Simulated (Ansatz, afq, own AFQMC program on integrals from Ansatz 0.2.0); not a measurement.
**BGeH₂, quartet: AFQMC among the cluster methods**

```yaml
atoms:
  - { symbol: Ge, position_ang: [0.0000, 0.0000, -0.2204] }
  - { symbol: B, position_ang: [0.0000, 0.0000, 1.6648] }
  - { symbol: H, position_ang: [0.0000, 1.3134, -0.9862] }
  - { symbol: H, position_ang: [0.0000, -1.3134, -0.9862] }
```

Connectivity, by distances: GeH2–B.

Basis cc-pVTZ. Noble-gas cores (and the filled d shells of Ga–Kr and In–Xe) are frozen. Integrals, coupled cluster, full CI and functionals: Ansatz 0.2.0; the random walks run on the same integrals in our own AFQMC program. ph-AFQMC/CISD is guided by a CISD state made of CCSD amplitudes; releasing the constraint for a short imaginary time cuts its bias at the price of noise, slowly where states lie close. Free projection: walkers drawn from exp(T), propagated without any constraint. Its projection time is finite, and what remains of the start isn't in its error. ± is one standard error of the sampling. No spin–orbit coupling.

Determinant: UHF, the one that the program's search chose, which needn't be the lowest solution. The geometry is a PBE0/def2-TZVP stationary point of this or a neighbouring charge and spin state.

No full CI on the walks' own integrals is used here; CCSDT(Q) serves as the reference and is uncertain by about the last step of the cluster series.

Cautions: no relativity below Rb; no spin-orbit coupling; inner d shell frozen; another spin lies lower (by 485 meV).

- T1 diagnostic: 0.0214
- weight of the determinant in the CISD state: 0.891
- ⟨S²⟩ of the determinant: 3.756
- size of the correlated space: 9 electrons in 86 orbitals

Reference: CCSDT(Q), correlation energy -5.095 eV. The released energy is read at 2.40 1/Eh (meV from the phaseless value at times in 1/Eh: -5 ± 4 at 0.24, -5 ± 4 at 0.51, -10 ± 4 at 0.99, -9 ± 3 at 1.62, -12 ± 5 at 2.40).

| level | E − E(reference) (kJ/mol) | share of correlation (%) |
| --- | --- | --- |
| HF | 491.6 | 0.00 |
| MP2 | 101.8 | 79.29 |
| CCSD | 22.0 | 95.52 |
| CCSD(T) | 4.2 | 99.15 |
| CCSDT | 0.8 | 99.83 |
| ph-AFQMC/HF | 5.2 ± 2.4 | 98.94 |
| ph-AFQMC/CISD | 1.1 ± 0.5 | 99.77 |
| released AFQMC | -0.1 ± 0.5 | 100.01 |
| free AFQMC | 0.0 ± 0.8 | 99.99 |

Free projections are given only where their last times agree within the noise and don't stop above the reference; a slow remainder of the start can still hide under it. A walk keeps the symmetry of its determinant, which the program's search chose and which needn't be the lowest solution, so a lower state of the same spin and another symmetry isn't excluded. Released energies are given only where the last usable release times agree within the noise; a slower fall can still hide under it.
